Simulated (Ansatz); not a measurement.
Input file:

```yaml
crystal:
  periodic: [false, false, false]
  atoms:
    - {symbol: Cl, position_ang: [-1.573267, 0.022748, 0.000000]}
    - {symbol: H, position_ang: [0.135733, 0.022748, 0.000000]}
    - {symbol: Si, position_ang: [1.898733, 0.022748, 0.000000]}
    - {symbol: H, position_ang: [2.295167, -1.456765, 0.000000]}
basis:
  gaussian: {orbitals: cc-pVDZ}
magnetization: {spin_polarized: true, initial_magnetization: 1}
correlation: {method: ccsdt_q, electrons: outside_noble_gas}
```

```sh
$ ansatz run in.yaml --threads 1 --pin off --events-out ev --progress --plain --max-ram 2393MiB
```

The program prints:

```
858 factors; integrals over basis functions are off by at most 1.9e-7 eV
mean field evaluation 1: about -20392.5702 eV, gradient 1.3e1 eV
mean field evaluation 2: about -20392.5713 eV, gradient 1.3e1 eV
mean field evaluation 4: about -20394.3097 eV, gradient 1.9e0 eV
mean field evaluation 8: about -20394.4738 eV, gradient 1.7e-1 eV
mean field evaluation 16: about -20394.4949 eV, gradient 7.4e-2 eV
mean field evaluation 32: about -20394.4722 eV, gradient 1.7e-1 eV
mean field evaluation 64: about -20392.5633 eV, gradient 1.5e-5 eV
mean field evaluation 96: about -20391.9732 eV, gradient 2.9e-6 eV
mean field evaluation 128: about -20394.3215 eV, gradient 1.3e0 eV
mean field evaluation 160: about -20394.4361 eV, gradient 9.5e-1 eV
...
cycle  14  -7.21740145 eV  change    1.4e-5 eV  update   7.4e-5
cycle  15  -7.21743092 eV  change   -2.9e-5 eV  update   4.3e-5
cycle  16  -7.21745112 eV  change   -2.0e-5 eV  update   2.5e-5
cycle  17  -7.21746316 eV  change   -1.2e-5 eV  update   1.8e-5
cycle  18  -7.21747161 eV  change   -8.4e-6 eV  update   1.1e-5
cycle  19  -7.21747365 eV  change   -2.0e-6 eV  update   5.7e-6
cycle  20  -7.21747383 eV  change   -1.8e-7 eV  update   3.6e-6
cycle  21  -7.21747440 eV  change   -5.7e-7 eV  update   2.5e-6
cycle  22  -7.21747469 eV  change   -3.0e-7 eV  update   1.7e-6
cycle  23  -7.21747473 eV  change   -3.6e-8 eV  update   1.1e-6
perturbative correction -0.01392238 eV, -0.0005116380 hartree
Total energy: -20401.70736170 eV, -749.7489167687 hartree
```

Ran on 1 thread of Intel Xeon Platinum 8375C, shared host: 60 s wall, 0.43 GiB peak host memory.
